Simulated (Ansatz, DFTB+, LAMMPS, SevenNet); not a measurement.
**Ladder of methods for the lattice parameter a of hcp Zr**

Reference value: 3.232 Å (measured, 293 K, not corrected to a static lattice; as tabulated in Wikipedia's data pages).

```tsv
level (code)	value (Å)
COMB comb3 (LAMMPS)	3.229
GFN1-xTB (DFTB+)	?
SevenNet-l3i5 (SevenNet)	3.246
LDA (Ansatz)	3.146
PBE (Ansatz)	3.233
PBE-D3(BJ) (Ansatz)	?
PBE-D4 (Ansatz)	3.212
r²SCAN (Ansatz)	3.245
r²SCAN-D4 (Ansatz)	3.239
r²SCAN+rVV10 (Ansatz)	3.234
HSE06 (Ansatz)	?
PBE0 (Ansatz)	?
```

Fill in the missing entries.


- GFN1-xTB (DFTB+), value (Å): 3.921
- PBE-D3(BJ) (Ansatz, a first-principles code), value (Å): 3.182
- HSE06 (Ansatz), value (Å): 3.254
- PBE0 (Ansatz), value (Å): 3.260

Differences against the reference: COMB comb3 -0.09 %, GFN1-xTB +21 %, SevenNet-l3i5 +0.43 %, LDA -2.66 %, PBE +0.03 %, PBE-D3(BJ) -1.55 %, PBE-D4 -0.62 %, r²SCAN +0.40 %, r²SCAN-D4 +0.22 %, r²SCAN+rVV10 +0.06 %, HSE06 +0.68 %, PBE0 +0.87 %.

Leaving aside COMB comb3, which can be fitted to such values or carry a doubt: The reference is not for a static lattice or low temperature, so close values are not ranked against it. Off by more than 1.25 % (a bound picked here): GFN1-xTB (+21 %), LDA (-2.66 %), PBE-D3(BJ) (-1.55 %).

The reference has no zero-point or thermal correction, while the calculations are for a static lattice, so the differences are not the levels' errors alone. A static lattice is as a rule a little smaller than the measured one.  GFN1-xTB: the cell moved over 20 % in volume from its start. GFN1-xTB: the method was fitted mainly to molecules. Cutoffs and k meshes differ between the levels. Ansatz's density-functional and Hartree–Fock values are scalar-relativistic unless marked +SOC, with PAW data made under PBE.

Empirical potentials (COMB comb3) are fitted to chosen data, which need not cover the solid at hand: agreement can be built in, and what lay outside the fit can be far off. Machine-learned potentials (SevenNet-l3i5) are trained on DFT data, which may include these solids.

Differences are worked out from the printed values.
